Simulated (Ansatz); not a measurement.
# BFH2S (SMILES FBS): single points off equilibrium

The task here is to estimate one member of a computed series from the others.

The runs use Ansatz 0.2.0, Gaussian basis; single points in def2-TZVPP.

Correlated methods freeze the cores.

## The system as given

SMILES `FBS`, 5 atoms, charge 0, spin multiplicity 1.

Atoms are counted from 1 here; the program's logs count them from 0.

Bond lengths: F1–B2 1.338 Å, B2–S3 1.811 Å, B2–H4 1.180 Å, S3–H5 1.240 Å. Angles: F1–B2–S3 119.7°, F1–B2–H4 123.3°, S3–B2–H4 117.0°, B2–S3–H5 102.4°.

Coordinates:

```mol
BFH2S
  3D, bonds by distance, orders not assigned

  5  4  0  0  0  0  0  0  0  0999 V2000
   -1.2187   -0.8338   -1.0684 F   0  0
   -0.4356   -0.3481   -0.0989 B   0  0
    0.8922    0.8111   -0.5137 S   0  0
   -0.5444   -0.6543    1.0358 H   0  0
    1.3652    1.0841    0.5993 H   0  0
  1  2  8  0
  2  3  8  0
  2  4  8  0
  3  5  8  0
M  END
```

The first run:

run/in.yaml

```yaml
crystal:
  periodic: [false, false, false]
  atoms:
    - {symbol: F, position_ang: [-1.218700, -0.833800, -1.068400]}
    - {symbol: B, position_ang: [-0.435600, -0.348100, -0.098900]}
    - {symbol: S, position_ang: [0.892200, 0.811100, -0.513700]}
    - {symbol: H, position_ang: [-0.544400, -0.654300, 1.035800]}
    - {symbol: H, position_ang: [1.365200, 1.084100, 0.599300]}
basis:
  gaussian: {orbitals: def2-TZVPP}
correlation: {method: ccsd_t}
output: {forces: true}
```

The command line of these runs was not kept.

Among the steps run: CCSD(T)/def2-TZVPP; PBE0-D4/def2-TZVPP; wB97M-V/def2-TZVPP; r2SCAN-D4/def2-TZVPP; PBE-D4/def2-TZVPP; HSE06-D4/def2-TZVPP; BHLYP-D4/def2-TZVPP.

One of the session's tables, all rows but one given; the rest of the session is left out.

| method | RMS force component (eV/Å) | angle to CCSD(T) forces (°) | dipole (D) |
| --- | --- | --- | --- |
| CCSD(T) | 1.390 | reference | 1.65 |
| PBE0-D4 | 1.454 | 4.2 | 1.66 |
| wB97M-V | ? | ? | ? |
| r2SCAN-D4 | 1.444 | 1.7 | 1.61 |
| PBE-D4 | 1.512 | 5.1 | 1.54 |
| HSE06-D4 | 1.455 | 4.2 | 1.66 |
| BHLYP-D4 | 1.367 | 9.0 | 1.77 |

Q: Estimate the row for wB97M-V from the others.

As computed: RMS force component (eV/Å): 1.398; angle to CCSD(T) forces (°): 1.8; dipole (D): 1.61. In the column «RMS force component (eV/Å)» it lies between CCSD(T) (1.390) and r2SCAN-D4 (1.444).
